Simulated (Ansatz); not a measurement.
**BSiH2 (quartet): the correlation ladder at scale of all distances = 1.759, 6-31G**

One table from this session's results is given with a row withheld; the runs are named, their logs left out.

Method: 6-31G, core rule «outside noble gas», up to 6 orbitals frozen; program: Ansatz 0.2.0, Gaussian basis.

To be run: UHF; CCSD(T) on ROHF; CCSD(T) on UHF; BCCD(T) on ROHF; CISD; CCSDT(Q) on ROHF; CCSDT(Q) on UHF; CASSCF and MRCISD+Q, 5 electrons in 5 orbitals; CASSCF and NEVPT2, 5 electrons in 5 orbitals; CASSCF and MRCISD+Q, 9 electrons in 10 orbitals; CASSCF and NEVPT2, 9 electrons in 10 orbitals; Full CI.

12 further runs of the same task are left out: 10 that didn't finish, 2 set aside as unsound or not needed.

### The geometry

The geometry derives from a PBE0/def2-TZVP stationary point (not a proven minimum). All distances are scaled together.

4 atoms, charge 0, spin multiplicity 4.

Atoms are counted from 1 here; the program's logs count them from 0.

No contacts short enough for the rule that draws bonds.

As a file:

```xyz
4

Si    0.00000    0.00000    1.14329
B     0.00000    0.00000   -2.36205
H     0.00000   -1.89260   -3.26099
H     0.00000    1.89260   -3.26099
```

The first run:

The input, in.yaml:

```yaml
crystal:
  periodic: [false, false, false]
  atoms:
    - {symbol: Si, position_ang: [0.000000, 0.000000, 1.143290]}
    - {symbol: B, position_ang: [0.000000, 0.000000, -2.362050]}
    - {symbol: H, position_ang: [0.000000, -1.892603, -3.260989]}
    - {symbol: H, position_ang: [0.000000, 1.892603, -3.260989]}
basis:
  gaussian: {orbitals: 6-31G}
magnetization: {spin_polarized: true, initial_magnetization: 3}
hamiltonian: {xc: hf}
output: {orbitals: {seedname: orbitals}}
```

Launch:

```sh
ansatz run in.yaml --threads 1 --pin off --events-out ev --progress --plain --max-ram 2393MiB
```

Steps of the session up to this table: UHF; CCSD(T) on ROHF; CCSD(T) on UHF; BCCD(T) on ROHF; CISD; CCSDT(Q) on ROHF; CCSDT(Q) on UHF; CASSCF and MRCISD+Q, 5 electrons in 5 orbitals; CASSCF and NEVPT2, 5 electrons in 5 orbitals; CASSCF and MRCISD+Q, 9 electrons in 10 orbitals; CASSCF and NEVPT2, 9 electrons in 10 orbitals; Full CI.

One table of the session follows, with a row left open; its other results are not shown here.

It belongs to the step «Misses and costs». 

| method | from FCI (kJ/mol) |
| --- | --- |
| UHF | +282.0 |
| RMP2 | +162.8 |
| UMP2 | +159.9 |
| CISD | +60.0 |
| RCCSD | +22.8 |
| UCCSD | +14.6 |
| RCCSD(T) | +8.2 |
| UCCSD(T) | +8.0 |
| BCCD(T) | ? |
| RCCSDT | +0.7 |
| UCCSDT | +0.8 |
| RCCSDT(Q) | +0.3 |
| UCCSDT(Q) | +0.2 |
| CASSCF valence | +65.4 |
| NEVPT2 valence | +22.6 |
| MRCISD valence | +2.3 |
| MRCISD+Q valence | +1.0 |
| FCI | 0 |

**Question.** Estimate the row for BCCD(T).

**Answer.** from FCI (kJ/mol): +8.5. In the column «from FCI (kJ/mol)» it lies between RCCSD(T) (+8.2) and UCCSD (+14.6).

Left out of the table: CASSCF pair, NEVPT2 pair, MRCISD pair, MRCISD+Q pair (the active space lost an orbital or holds another state than full CI finds).

Limits of these values: The determinant is far from a pure spin state, so its energy mixes those of several spin states (harmless only where they are near-degenerate, as at dissociation). Left out of the table: ROHF (another determinant or state than the rows shown). Levels on UHF freeze UHF's core orbitals, full CI those of ROHF, so the U rows can settle a little off it for that reason alone. Restricted and unrestricted rows rest on different reference determinants; where their highest levels disagree by more than a few hundredths of an eV, they describe different states and don't form one ladder. Warnings in the runs' records: passed over end.
